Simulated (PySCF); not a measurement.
**LiMg+: bond curves at several levels of theory**

Aim: find the lowest electronic state of LiMg+, scan its bond at several levels of theory, and get bond length, wavenumber and dissociation energy from each curve.

Method: Li cc-pVDZ, Mg cc-pVDZ, no relativity; program: PySCF 2.14.0.

**1. Set-up**

A driver script around PySCF takes these settings:

| Property | Result |
| --- | --- |
| atoms | Li, Mg |
| charge | 1 |
| basis | Li cc-pVDZ, Mg cc-pVDZ |
| Hamiltonian | no relativity |
| basis functions | 32 |
| electrons treated | 14 |
| masses in u | 7.0160, 23.9850 |
| levels | PBE0, PBE, r²SCAN, BHandHLYP, B3LYP, BLYP, CAM-B3LYP, HF, MP2, SCS-MP2, CCSD, CCSD(T) |
| grid | 80 radial by 434 angular points |
| occupations | held fixed by the projection of orbital angular momentum |
| dissociation limit | Li+ + Mg, each in its ground configuration |
| starting distance in angstrom | 2.740 |
| values of 2S to try | 0, 2 |

The run is started by

```sh
$ OMP_NUM_THREADS=1 python dia.py task.json out
```

Further steps of the session: First curve: PBE0; Excited determinants; PBE (GGA); r²SCAN; BHandHLYP (global hybrid GGA); B3LYP (global hybrid GGA); BLYP; CAM-B3LYP; RHF (mean field); Adding correlation.

Q: Predict the outcome of this session. Wanted: for each run, Re; ωe; De; μ.

The runs gave:

Lowest PBE0 solution found, without spin–orbit coupling: ¹Σ⁺ (singlet), closed shell. State 2 has its PBE0 minimum 1.92 eV higher. The other levels ran on the lowest alone.

```tsv
level	Re (Å)	ωe (cm⁻¹)	De (eV)	μ (D)
RHF	2.971	256.1	0.79	-5.36
RHF-MP2	2.947	262.5	0.81	n/a
RHF-SCS-MP2	2.946	262.8	0.81	n/a
RHF-CCSD	2.940	265.4	0.80	n/a
RHF-CCSD(T)	2.939	265.6	0.80	n/a
PBE	2.903	261.5	0.88	-5.33
BLYP	2.908	253.6	0.85	-5.49
r²SCAN	2.944	255.4	0.78	-5.54
B3LYP	2.898	260.1	0.85	-5.40
PBE0	2.902	266.2	0.88	-5.24
BHandHLYP	2.890	266.4	0.86	-5.26
CAM-B3LYP	2.873	268.7	0.85	-5.27
```

De is counted to Li+ + Mg in their ground configurations. A positive dipole points from Li to Mg; in an ion it is taken about the centre of mass and does not tell which atom is negative.

What this shows: Bond lengths run from 2.873 Å (CAM-B3LYP) to 2.971 Å (RHF). CCSD(T) can't serve as the judge here: for a weak bond in this basis it is far from its limit. Among the levels with a De in the table, it runs from 0.78 eV (r²SCAN) to 0.88 eV (PBE).

Correlated steps freeze 1 core orbital.
